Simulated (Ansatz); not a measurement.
in.yaml

```yaml
crystal:
  periodic: [false, false, false]
  atoms:
    - {symbol: Al, position_ang: [-0.098281, 0.000000, 0.000000]}
    - {symbol: H, position_ang: [-0.891205, 1.373384, 0.000000]}
    - {symbol: H, position_ang: [-0.891204, -1.373384, 0.000000]}
    - {symbol: H, position_ang: [1.487567, 0.000000, 0.000000]}
    - {symbol: H, position_ang: [2.925719, 0.000000, 0.000000]}
basis:
  gaussian: {orbitals: cc-pVDZ}
magnetization: {spin_polarized: false, initial_magnetization: 1}
correlation: {method: ccsdt_q, electrons: outside_noble_gas}
```

```sh
$ ansatz run in.yaml --threads 1 --pin off --events-out ev --progress --plain --max-ram 2816MiB --backend cpu
```

The program prints:

```
679 factors; integrals over basis functions are off by at most 2.2e-7 eV
mean field evaluation 1: about -6641.5560 eV, gradient 8.8e0 eV
mean field evaluation 2: about -6641.5737 eV, gradient 8.9e0 eV
mean field evaluation 4: about -6642.6966 eV, gradient 1.1e0 eV
mean field evaluation 8: about -6642.7228 eV, gradient 9.6e-5 eV
mean field evaluation 16: about -6642.7221 eV, gradient 3.1e-1 eV
mean field -6642.72278985 eV, -244.1155599279 hartree, gradient 2.3e-6 eV, S^2 0.750000; 0 other end points of the search recorded, 0 dependent functions left out
5 core orbitals not correlated: weight in the atoms' cores, before any rotation towards them, 1.000 or more for the frozen orbitals, at most 0.000 for the correlated occupied ones
reference -6642.72278985 eV, -244.1155599279 hartree; 4, 3 occupied and 29, 30 virtual orbitals, 679 factors
second order -2.21015561 eV of doubles, -0.02884484 eV of singles
cycle   1  -2.74077988 eV  change   -5.0e-1 eV  update   5.7e-2
cycle   2  -2.98137308 eV  change   -2.4e-1 eV  update   2.4e-2
cycle   3  -2.99676303 eV  change   -1.5e-2 eV  update   8.9e-3
cycle   4  -3.00234277 eV  change   -5.6e-3 eV  update   4.2e-3
cycle   5  -3.00140002 eV  change    9.4e-4 eV  update   1.8e-3
cycle   6  -3.00128832 eV  change    1.1e-4 eV  update   8.4e-4
cycle   7  -3.00188899 eV  change   -6.0e-4 eV  update   3.2e-4
cycle   8  -3.00198891 eV  change   -1.0e-4 eV  update   1.5e-4
cycle   9  -3.00191814 eV  change    7.1e-5 eV  update   6.2e-5
cycle  10  -3.00192744 eV  change   -9.3e-6 eV  update   2.5e-5
cycle  11  -3.00193063 eV  change   -3.2e-6 eV  update   1.1e-5
cycle  12  -3.00193225 eV  change   -1.6e-6 eV  update   4.2e-6
cycle  13  -3.00193243 eV  change   -1.8e-7 eV  update   2.2e-6
cycle  14  -3.00192996 eV  change    2.5e-6 eV  update   1.0e-6
cycle  15  -3.00192938 eV  change    5.8e-7 eV  update   4.6e-7
perturbative correction -0.00087727 eV, -0.0000322392 hartree
Total energy: -6645.72559650 eV, -244.2259110369 hartree
```

For the same geometry and basis full CI lies 0.4 meV lower.

Ran on 1 thread of AMD EPYC 7R13, shared host: 5.5 s wall, 0.2 GiB peak host memory.
